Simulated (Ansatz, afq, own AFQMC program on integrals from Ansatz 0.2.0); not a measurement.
Two steps: Ansatz 0.2.0 writes the Fock matrix and Cholesky factors of the valence space, and afq projects on them the lowest state that overlaps trial and start.

```yaml
crystal:
  periodic: [false, false, false]
  atoms:
    - {symbol: Si, position_ang: [0.004053, 0.000000, 0.532729]}
    - {symbol: O, position_ang: [-0.021964, 0.000002, -1.124355]}
    - {symbol: H, position_ang: [1.476262, -0.000114, 0.783135]}
    - {symbol: H, position_ang: [-0.620188, 1.217950, 1.110025]}
    - {symbol: H, position_ang: [-0.620376, -1.217854, 1.110025]}
basis:
  gaussian: {orbitals: cc-pVDZ}
magnetization: {spin_polarized: true, initial_magnetization: 1}
correlation: {method: ccsd_t, electrons: outside_noble_gas, hamiltonian_folder: ham}
```

```sh
$ ansatz run in.yaml --threads 1 --pin off --events-out ev --progress --plain --max-ram 1382MiB
```

afq runs on the folder ham with

```
--method phaseless --trial cisd --walkers 60 --populations 1 --least-time 40 --time-step 0.005 --steps-per-block 50 --equilibration-blocks 28 --max-blocks 300 --target-error 0.00043 --factor-cut 1e-05 --start spin_pure --seed 1737 --release-times 0.24,0.51,0.99,1.62,2.4 --release-step 0.03 --release-every 4 --taylor-order 6
```

Times are imaginary, in 1/Eh. The walk had a cap of 1976 s.

Log:

```
orbitals 41  electrons 7 6  factors 310 of 439
reference energy -365.51241424 Eh
CCSD correlation -0.27972541 Eh in 15 cycles, weight of the determinant in the CISD state 0.8905
energy of the start -365.792042 Eh
 block  time / (1/Eh)  mean weight  energy / Eh
     1     0.250  1.0016  -365.787916
     2     0.500  1.0007  -365.790791
     3     0.750  1.0039  -365.791593
     4     1.000  1.0021  -365.799551
     5     1.250  1.0003  -365.796154
     7     1.750  0.9994  -365.794840
     9     2.250  1.0015  -365.803239
    17     4.250  0.9999  -365.799696
    33     8.250  1.0028  -365.793316
    49    12.250  1.0007  -365.798437
    65    16.250  1.0007  -365.797225
    81    20.250  1.0027  -365.798899
    89    22.250  1.0001  -365.809343
    97    24.250  0.9962  -365.797781
   113    28.250  1.0001  -365.799368
   129    32.250  1.0017  -365.802307
   145    36.250  0.9990  -365.790115
   161    40.250  0.9976  -365.800926
   177    44.250  1.0001  -365.795772
   193    48.250  0.9968  -365.792343
   209    52.250  0.9985  -365.796402
   225    56.250  1.0002  -365.796027
   241    60.250  1.0009  -365.799668
   257    64.250  0.9987  -365.799687
   273    68.250  1.0004  -365.798225
   289    72.250  0.9987  -365.803941
   305    76.250  0.9991  -365.796393
   321    80.250  0.9999  -365.804822
blocks merged  error / Eh  count
     1  0.000250  300
     2  0.000308  150
     4  0.000365  75
     8  0.000453  37
    16  0.000539  18
    32  0.000351  9
released: time / (1/Eh)  energy / Eh  error  mean overlap
  0.24  -365.798526  0.000379  1.0111
  0.51  -365.798924  0.000359  1.0173
  0.99  -365.798783  0.000452  1.0237
  1.62  -365.798948  0.000597  1.0266
  2.40  -365.798568  0.000715  1.0100
energy -365.798592 +/- 0.000539 Eh
(rows thinned)
```

The run passed its tests (sampling time, drift between the halves within three errors, error under three times the target), which doesn't prove that it has relaxed.

Against this walk (error 14.7 meV) on the same determinant: CCSD(T) 34.9 meV higher. The error is statistical and leaves out the bias of the constraint. Released to 2.40 1/Eh the energy moves by 1 ± 24 meV (both errors), within twice the noise.

Cautions: constraint bias not in the error; error above the target (14.7 against 11.7 meV).

The walk took 13 min on 1 thread of Intel(R) Xeon(R) Platinum 8259CL CPU @ 2.50GHz (Skylake/Cascade Lake) (shared host). The log's last line is the phaseless energy.

A walk keeps the symmetry of its determinant, which the program's search chose and which needn't be the lowest solution, so a lower state of the same spin and another symmetry isn't excluded.
